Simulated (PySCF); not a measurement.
PySCF input (BP86/def2-SVP):

```python
from pyscf import gto, dft

mol = gto.M(
    atom='''
    C    -0.00105023   -0.00044593    0.21807837
    C    -0.00682676   -0.00289863    1.41756777
    C     0.00595226    0.00252732   -1.23597935
    H    -0.01194066   -0.00506999    2.47946412
    H     0.01516829    1.02317495   -1.62370089
    H     0.88736845   -0.51296496   -1.62264162
    H    -0.87904773   -0.50023658   -1.63112234
    ''',
    basis='def2-svp',
    charge=0,
    spin=0,
    verbose=4,
)

mf = dft.RKS(mol, xc='bp86')
mf.grids.level = 3
mf.conv_tol = 1e-9
mf.max_cycle = 100
mf.max_memory = 1500
mf.kernel()
if not mf.converged:
    mf = mf.newton()
    mf.kernel(mf.make_rdm1())
mf.dip_moment()
```

From the output:

```
[INPUT]  1 C     -0.001050230000  -0.000445930000   0.218078370000 AA   -0.001984647068  -0.000842685571   0.412108392992 Bohr   0.0
[INPUT]  2 C     -0.006826760000  -0.002898630000   1.417567770000 AA   -0.012900706718  -0.005477616836   2.678814848310 Bohr   0.0
[INPUT]  3 C      0.005952260000   0.002527320000  -1.235979350000 AA    0.011248141222   0.004775942629  -2.335662467118 Bohr   0.0
[INPUT]  4 H     -0.011940660000  -0.005069990000   2.479464120000 AA   -0.022564577147  -0.009580892554   4.685508122486 Bohr   0.0
[INPUT]  5 H      0.015168290000   1.023174950000  -1.623700890000 AA    0.028663913878   1.933520433016  -3.068349990313 Bohr   0.0
[INPUT]  6 H      0.887368450000  -0.512964960000  -1.622641620000 AA    1.676883342080  -0.969363285898  -3.066348260121 Bohr   0.0
[INPUT]  7 H     -0.879047730000  -0.500236580000  -1.631122340000 AA   -1.661159460121  -0.945310133689  -3.082374498260 Bohr   0.0

nuclear repulsion = 58.8966378686872
number of shells = 30
number of NR pGTOs = 100
number of NR cGTOs = 62
basis = def2-svp
ecp = {}

******** <class 'pyscf.dft.rks.RKS'> ********
method = RKS
initial guess = minao
damping factor = 0
level_shift factor = 0
DIIS = <class 'pyscf.scf.diis.CDIIS'>
diis_start_cycle = 1
diis_space = 8
diis_damp = 0
SCF conv_tol = 1e-09
SCF conv_tol_grad = None
SCF max_cycles = 100
direct_scf = True
direct_scf_tol = 1e-13
XC library pyscf.dft.libxc version 7.1.2
    S. Lehtola, C. Steigemann, M. J. T. Oliveira, and M. A. L. Marques,  SoftwareX 7, 1–5 (2018)
XC functionals = bp86
    A. D. Becke,  Phys. Rev. A 38, 3098 (1988)
    J. P. Perdew,  Phys. Rev. B 33, 8822 (1986)
    J. P. Perdew,  Phys. Rev. B 34, 7406–7406 (1986)
radial grids:
    Treutler-Ahlrichs [JCP 102, 346 (1995); DOI:10.1063/1.469408] (M4) radial grids

becke partition: Becke, JCP 88, 2547 (1988); DOI:10.1063/1.454033
pruning grids: <function nwchem_prune>
grids dens level: 3
symmetrized grids: False
atomic radii adjust function: <function treutler_atomic_radii_adjust>
small_rho_cutoff = 0
Set gradient conv threshold to 3.16228e-05
Initial guess from minao.
tot grids = 81592
init E= -116.688808217826
  HOMO = -0.334756154257833  LUMO = -0.0558276456343114  gap/eV = 7.59003
cycle= 1 E= -116.511085817118  delta_E= 0.178  |g|= 0.414  |ddm|=  2.9
  HOMO = -0.155130030950249  LUMO = 0.0744253973087727  gap/eV = 6.24652
cycle= 2 E= -116.495079332309  delta_E= 0.016  |g|= 0.473  |ddm|= 0.959
  HOMO = -0.238071983710516  LUMO = 0.0155913373174227  gap/eV = 6.90253
cycle= 3 E= -116.559824783533  delta_E= -0.0647  |g|= 0.0604  |ddm|= 0.557
  HOMO = -0.237246036710208  LUMO = 0.0164115830422326  gap/eV = 6.90238
cycle= 4 E= -116.559656510359  delta_E= 0.000168  |g|= 0.0672  |ddm|= 0.0999
  HOMO = -0.236382754146514  LUMO = 0.0177173241164811  gap/eV = 6.91442
cycle= 5 E= -116.560842876526  delta_E= -0.00119  |g|= 0.00478  |ddm|= 0.0569
  HOMO = -0.236374024071533  LUMO = 0.0175442239508949  gap/eV = 6.90947
cycle= 6 E= -116.560847590544  delta_E= -4.71e-06  |g|= 0.00177  |ddm|= 0.00619
  HOMO = -0.236578123766872  LUMO = 0.0173854189884711  gap/eV = 6.91070
cycle= 7 E= -116.56084851506  delta_E= -9.25e-07  |g|= 0.000268  |ddm|= 0.00195
  HOMO = -0.236574419746481  LUMO = 0.0173834394189614  gap/eV = 6.91055
cycle= 8 E= -116.560848546547  delta_E= -3.15e-08  |g|= 2.75e-05  |ddm|= 0.000354
  HOMO = -0.236577216060774  LUMO = 0.0173812620397007  gap/eV = 6.91056
cycle= 9 E= -116.560848546801  delta_E= -2.54e-10  |g|= 4.5e-06  |ddm|= 4.38e-05
  HOMO = -0.236576829147966  LUMO = 0.0173814132705177  gap/eV = 6.91056
Extra cycle  E= -116.560848546747  delta_E= 5.41e-11  |g|= 1.49e-05  |ddm|= 1.84e-05
converged SCF energy = -116.560848546747
Dipole moment(X, Y, Z, Debye):  0.00396,  0.00168, -0.82254
```

The geometry given is a B3LYP-D3(BJ)/def2-TZVP minimum.
